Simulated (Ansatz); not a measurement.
Relaxed structures of CH2BS, doublet (PBE0-D4/def2-TZVP; forces vanish, vibrations not checked; lower isomers may exist, and structures with a doubtful reference or unclear bonds are left out; Å). Ansatz 0.2.0; basis: def2-TZVPP; cores frozen in the correlated methods; orbitals are unrestricted.

**Question.** Rank them by CCSD(T) energy, lowest first, and give each one's height above the lowest. Links in brackets join atoms within 1.22 times the sum of their covalent radii (1.1 for two metals). (Judge from chemistry; the value comes from the calculation.)
A.
CH₂BS ([BH][C][SH])
```
5
angstrom
C 0.0337 -0.1401 0.0841
B -1.2999 -0.3156 -0.0114
S 1.6394 -0.1326 0.3144
H -2.4609 -0.4478 -0.1063
H 2.0075 1.0291 -0.2886
```
B.
CH₂BS ([CH2][B][S])
```
5
angstrom
C -1.2850 -0.4052 0.3579
B 0.1596 -0.2153 0.1485
S 1.7481 -0.0069 -0.0818
H -2.0057 -0.2726 -0.4417
H -1.6958 -0.6865 1.3214
```
C.
CH₂BS ([CH][B][SH])
```
5
angstrom
C -1.3236 -0.3157 -0.0149
B 0.0143 -0.1891 0.1090
S 1.7400 -0.1299 0.3276
H -2.3837 -0.4067 -0.1183
H 1.9530 1.0414 -0.3035
```

**Answer.** By the calculation: B (0.0 kJ/mol), C (190.2 kJ/mol), A (231.2 kJ/mol). Heights count from the lowest.

The T1 diagnostic stays at or below 0.027. ⟨S²⟩ of the unrestricted Hartree–Fock references: 0.76 to 0.81 (a pure state has 0.75). The unrestricted reference is spin-contaminated, which hurts MP2 most.

For scale, one of the runs: CCSD(T)/def2-TZVPP, 132 basis functions, launched by `ansatz run in.yaml --threads 2 --pin off --events-out ev --progress --plain --max-ram 4352MiB`. Hardware: 2 CPU threads of an Arm Neoverse V1, shared host. Wall time 32 s; peak host memory 1.4 GiB.
